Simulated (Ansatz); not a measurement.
## A relaxation, step by step

N2H2O (SMILES O.N#N), singlet, PBE0-D4/def2-TZVP (Ansatz 0.2.0). Settings:

```yaml
hamiltonian: {xc: pbe0, dispersion: d4}
relax: {f_tol: 0.005, max_steps: 200}
```

Start (the SMILES describes the start alone):

```
5
angstrom
O 0.3107 -0.1848 -1.3425
H -0.5201 -0.6023 -1.0502
H 0.0910 0.7615 -1.2596
N 0.4578 -0.0184 2.2127
N -0.3393 0.0439 1.4395
```

```csv
step,energy less the last (meV),largest force component (eV/Å)
1,91.9,2.485
4,15.5,0.437
7,11.9,0.122
10,10.7,0.584
13 (rejected trial),15.3,0.824
16,3.8,0.029
19 (rejected trial),5.0,0.894
22,1.3,0.280
25 (rejected trial),15.1,1.766
28,0.2,0.089
31,0.0,0.032
34,0.0,0.005
37 (rejected trial),0.0,0.057
40,0.0,0.010
43 (rejected trial),0.5,0.372
44,0.0,0.000
```

Step 28, positions (Å) and forces (eV/Å):

```json
{"atom": "O1", "x": "0.008", "y": "-0.238", "z": "-1.675", "Fx": "-0.007", "Fy": "0.009", "Fz": "0.037"}
{"atom": "H2", "x": "-0.162", "y": "-0.252", "z": "-0.729", "Fx": "0.008", "Fy": "-0.001", "Fz": "-0.039"}
{"atom": "H3", "x": "0.082", "y": "0.692", "z": "-1.900", "Fx": "0.000", "Fy": "-0.008", "Fz": "-0.001"}
{"atom": "N4", "x": "0.122", "y": "-0.119", "z": "2.689", "Fx": "-0.015", "Fy": "0.003", "Fz": "-0.086"}
{"atom": "N5", "x": "-0.050", "y": "-0.083", "z": "1.614", "Fx": "0.015", "Fy": "-0.003", "Fz": "0.089"}
```

Step 31, positions (Å) and forces (eV/Å):

| atom | x | y | z | Fx | Fy | Fz |
| --- | --- | --- | --- | --- | --- | --- |
| O1 | -0.017 | -0.239 | -1.679 | -0.003 | 0.007 | 0.030 |
| H2 | -0.129 | -0.235 | -0.725 | 0.004 | -0.002 | -0.031 |
| H3 | 0.076 | 0.684 | -1.923 | -0.001 | -0.006 | 0.000 |
| N4 | 0.096 | -0.128 | 2.704 | -0.004 | 0.001 | -0.032 |
| N5 | -0.026 | -0.082 | 1.622 | 0.004 | -0.001 | 0.032 |

Step 40, positions (Å) and forces (eV/Å):

| atom | x | y | z | Fx | Fy | Fz |
| --- | --- | --- | --- | --- | --- | --- |
| O1 | -0.045 | -0.235 | -1.684 | 0.000 | -0.001 | -0.008 |
| H2 | -0.102 | -0.244 | -0.725 | -0.001 | -0.001 | 0.010 |
| H3 | 0.077 | 0.687 | -1.918 | 0.000 | 0.002 | -0.002 |
| N4 | 0.073 | -0.123 | 2.706 | -0.001 | 0.000 | -0.010 |
| N5 | -0.004 | -0.084 | 1.620 | 0.001 | 0.000 | 0.010 |

Last step (44):

O1  (-0.051, -0.234, -1.685)
H2  (-0.096, -0.247, -0.725)
H3  (0.077, 0.687, -1.917)
N4  (0.069, -0.122, 2.706)
N5  (0.000, -0.085, 1.620)
(Å)

The run took about 36 s on 2 CPU threads of an Arm Neoverse V1 (shared host).
